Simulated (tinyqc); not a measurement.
Worked calculation: UHF in the sto-6g basis, for H2O+, spin multiplicity 2. One step of it, computed by the program tinyqc.

Task: Iteration 1: diagonalisation and new density. Diagonalise F' = X^T F X, C = X C', fill 5 alpha and 4 beta electrons from the bottom; D(s) = C_occ C_occ^T. Each column has its largest component positive (the first on a tie).

F(alpha) (hartree):
```
             1O 1s      1O 2s     1O 2px     1O 2py     1O 2pz      2H 1s      3H 1s
1O 1s   -21.287597  -5.167557   0.000000   0.000000  -0.032926  -1.242004  -1.242004
1O 2s    -5.167557  -2.945389   0.000000   0.000000  -0.162700  -1.302978  -1.302978
1O 2px    0.000000   0.000000  -1.095198   0.000000   0.000000   0.000000   0.000000
1O 2py    0.000000   0.000000   0.000000  -1.075569   0.000000  -0.563680   0.563680
1O 2pz   -0.032926  -0.162700   0.000000   0.000000  -1.065157  -0.465523  -0.465523
2H 1s    -1.242004  -1.302978   0.000000  -0.563680  -0.465523  -1.014992  -0.537715
3H 1s    -1.242004  -1.302978   0.000000   0.563680  -0.465523  -0.537715  -1.014992
```

F(beta) (hartree):
```
             1O 1s      1O 2s     1O 2px     1O 2py     1O 2pz      2H 1s      3H 1s
1O 1s   -21.261834  -5.128412   0.000000   0.000000  -0.032926  -1.231666  -1.231666
1O 2s    -5.128412  -2.764725   0.000000   0.000000  -0.162700  -1.245518  -1.245518
1O 2px    0.000000   0.000000  -0.214536   0.000000   0.000000   0.000000   0.000000
1O 2py    0.000000   0.000000   0.000000  -1.028108   0.000000  -0.554925   0.554925
1O 2pz   -0.032926  -0.162700   0.000000   0.000000  -1.017696  -0.458951  -0.458951
2H 1s    -1.231666  -1.245518   0.000000  -0.554925  -0.458951  -0.991577  -0.519195
3H 1s    -1.231666  -1.245518   0.000000   0.554925  -0.458951  -0.519195  -0.991577
```

X:
```
                1          2          3         4          5          6         7
1O 1s   -0.292135   0.000000   0.762451  0.000000  -0.614032   0.000000  0.150557
1O 2s    1.190670   0.000000  -0.293222  0.000000  -0.292134   0.000000  0.423402
1O 2px   0.000000   0.000000   0.000000  1.000000   0.000000   0.000000  0.000000
1O 2py   0.000000   0.938174   0.000000  0.000000   0.000000   0.687910  0.000000
1O 2pz   0.538128   0.000000   0.641695  0.000000   0.653451   0.000000  0.190824
2H 1s   -0.750839  -0.871490  -0.150868  0.000000   0.121987   0.370274  0.374806
3H 1s   -0.750839   0.871490  -0.150868  0.000000   0.121987  -0.370274  0.374806
```

Give: F' = X^T F X; orbital energies; coefficients C; F' = X^T F X; orbital energies; coefficients C; D(alpha) after iteration 1; D(beta) after iteration 1.

Result:

F' = X^T F X (alpha) (hartree):
```
        1       2        3       4        5       6       7
1  -0.333   0.000    1.542   0.000   -1.242   0.000   0.018
2   0.000   0.172    0.000   0.000    0.000  -0.102   0.000
3   1.542   0.000  -10.277   0.000    9.139   0.000  -3.914
4   0.000   0.000    0.000  -1.095    0.000   0.000   0.000
5  -1.242   0.000    9.139   0.000  -10.135   0.000   4.020
6   0.000  -0.102    0.000   0.000    0.000  -1.214   0.000
7   0.018   0.000   -3.914   0.000    4.020   0.000  -3.413
```

orbital energies (alpha) (hartree): MO1 -21.292, MO2 -1.865, MO3 -1.222, MO4 -1.095, MO5 -1.060, MO6 0.059, MO7 0.179

coefficients C (alpha):
```
           MO1     MO2     MO3    MO4     MO5     MO6     MO7
1O 1s    0.996  -0.224   0.000  0.000   0.080  -0.131   0.000
1O 2s    0.018   0.854   0.000  0.000  -0.398   0.938   0.000
1O 2px   0.000   0.000   0.000  1.000   0.000   0.000   0.000
1O 2py   0.000   0.000   0.754  0.000   0.000   0.000  -0.886
1O 2pz   0.004   0.173   0.000  0.000   0.890   0.585   0.000
2H 1s   -0.004   0.134   0.306  0.000   0.133  -0.840   0.896
3H 1s   -0.004   0.134  -0.306  0.000   0.133  -0.840  -0.896
```

F' = X^T F X (beta) (hartree):
```
        1       2        3       4        5       6       7
1  -0.248   0.000    1.524   0.000   -1.272   0.000   0.102
2   0.000   0.192    0.000   0.000    0.000  -0.079   0.000
3   1.524   0.000  -10.240   0.000    9.164   0.000  -3.933
4   0.000   0.000    0.000  -0.215    0.000   0.000   0.000
5  -1.272   0.000    9.164   0.000  -10.083   0.000   3.986
6   0.000  -0.079    0.000   0.000    0.000  -1.181   0.000
7   0.102   0.000   -3.933   0.000    3.986   0.000  -3.321
```

orbital energies (beta) (hartree): MO1 -21.265, MO2 -1.722, MO3 -1.186, MO4 -1.001, MO5 -0.215, MO6 0.097, MO7 0.197

coefficients C (beta):
```
           MO1     MO2     MO3     MO4    MO5     MO6     MO7
1O 1s    0.997  -0.214   0.000   0.090  0.000  -0.138   0.000
1O 2s    0.015   0.799   0.000  -0.435  0.000   0.970   0.000
1O 2px   0.000   0.000   0.000   0.000  1.000   0.000   0.000
1O 2py   0.000   0.000   0.740   0.000  0.000   0.000   0.897
1O 2pz   0.003   0.200   0.000   0.884  0.000   0.585   0.000
2H 1s   -0.004   0.170   0.320   0.119  0.000  -0.836  -0.891
3H 1s   -0.004   0.170  -0.320   0.119  0.000  -0.836   0.891
```

D(alpha) after iteration 1:
```
         1O 1s   1O 2s  1O 2px  1O 2py  1O 2pz   2H 1s   3H 1s
1O 1s    1.049  -0.206   0.000   0.000   0.036  -0.024  -0.024
1O 2s   -0.206   0.888   0.000   0.000  -0.206   0.062   0.062
1O 2px   0.000   0.000   1.000   0.000   0.000   0.000   0.000
1O 2py   0.000   0.000   0.000   0.569   0.000   0.231  -0.231
1O 2pz   0.036  -0.206   0.000   0.000   0.823   0.142   0.142
2H 1s   -0.024   0.062   0.000   0.231   0.142   0.129  -0.058
3H 1s   -0.024   0.062   0.000  -0.231   0.142  -0.058   0.129
```

D(beta) after iteration 1:
```
         1O 1s   1O 2s  1O 2px  1O 2py  1O 2pz   2H 1s   3H 1s
1O 1s    1.047  -0.195   0.000   0.000   0.040  -0.029  -0.029
1O 2s   -0.195   0.828   0.000   0.000  -0.225   0.084   0.084
1O 2px   0.000   0.000   0.000   0.000   0.000   0.000   0.000
1O 2py   0.000   0.000   0.000   0.548   0.000   0.237  -0.237
1O 2pz   0.040  -0.225   0.000   0.000   0.822   0.140   0.140
2H 1s   -0.029   0.084   0.000   0.237   0.140   0.145  -0.059
3H 1s   -0.029   0.084   0.000  -0.237   0.140  -0.059   0.145
```
